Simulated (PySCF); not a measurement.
Homolysis of single bonds, series B F-Br. Gas-phase values, no solvent. Strings in code marks are SMILES.

The numbers are results of PBE-D3(BJ)/def2-TZVP // PBE0-D4/def2-TZVP in PySCF, not measurements. 

| species | dipole moment (D) |
|---|---|
| whole molecule (`FB(F)F`) | ? |
| radical fragment (`F[B]F`) | 0.14 |
| whole molecule (`FB(F)Br`) | 0.23 |
| radical fragment (`F[B]Br`) | 0.18 |
| whole molecule (`BrB(Br)F`) | 0.29 |
| radical fragment (`Br[B]Br`) | 0.55 |
| whole molecule (`BrB(Br)Br`) | 0.00 |

Complete the blanks.


- whole molecule (`FB(F)F`), dipole moment (D): 0.00
